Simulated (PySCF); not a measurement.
## Two structures, one formula

The two ends of one reaction step of SiH$_{5}$OF, closed shell (PBE0-D4/def2-TZVP).

A:

```tsv
atom	x (Å)	y (Å)	z (Å)
Si1	-0.4682	0.6323	-0.5835
F2	0.8286	-1.7394	1.2142
H3	-0.3460	1.6301	-1.6683
H4	-1.8931	0.4439	-0.2069
O5	0.4678	1.1386	0.6617
H6	0.6733	-1.7086	0.2997
H7	0.0171	-0.6940	-1.1032
H8	0.6670	0.4856	1.3385
```

B:

Si1  (-0.339, 0.574, 0.483)
F2  (0.074, -0.970, 0.505)
H3  (-0.523, 0.980, -0.921)
H4  (-1.570, 0.675, 1.301)
O5  (0.859, 1.504, 1.079)
H6  (0.413, -2.031, -1.926)
H7  (0.421, -2.102, -2.669)
H8  (1.041, 1.485, 2.019)
(Å)

Program: PySCF 2.14 with density fitting (its default auxiliary sets; JK sets also for MP2 and CCSD(T)). Basis: def2-TZVPP. Cores are frozen in the correlated methods. B3LYP uses VWN-RPA correlation.

Q: Which structure is lower at CCSD(T), and by how much? (An estimate is asked for; the value comes from the calculation.)

A: Computed: B, by 29.06 kcal/mol (electronic energy, against the other). By their contacts, A is a complex of SiH₄O ([OH][SiH3]) + HF and B is a complex of SiH₃OF ([OH][SiH2][F]) + H₂.

All methods give the same order:

```json
{"method": "SPW92", "E(B) − E(A) (kcal/mol)": "-24.60"}
{"method": "PBE-D4", "E(B) − E(A) (kcal/mol)": "-26.76"}
{"method": "r2SCAN-D4", "E(B) − E(A) (kcal/mol)": "-29.89"}
{"method": "PBE0-D4", "E(B) − E(A) (kcal/mol)": "-27.09"}
{"method": "B3LYP-D4", "E(B) − E(A) (kcal/mol)": "-29.39"}
{"method": "BHLYP-D4", "E(B) − E(A) (kcal/mol)": "-30.02"}
{"method": "wB97M-V", "E(B) − E(A) (kcal/mol)": "-29.36"}
{"method": "HF", "E(B) − E(A) (kcal/mol)": "-31.70"}
{"method": "MP2", "E(B) − E(A) (kcal/mol)": "-30.24"}
{"method": "CCSD", "E(B) − E(A) (kcal/mol)": "-29.15"}
{"method": "CCSD(T)", "E(B) − E(A) (kcal/mol)": "-29.06"}
```

T1 diagnostic: at most 0.012.

Labels in which every atom is bracketed show which atoms are joined, not bond orders.

For scale, one of the runs: CCSD(T)/def2-TZVPP, 174 basis functions, launched by `OMP_NUM_THREADS=4 python run.py`. Time: 68 s of wall clock on 4 CPU threads of an Intel Xeon 6975P-C; the host was shared. Peak host memory: 1.7 GiB.
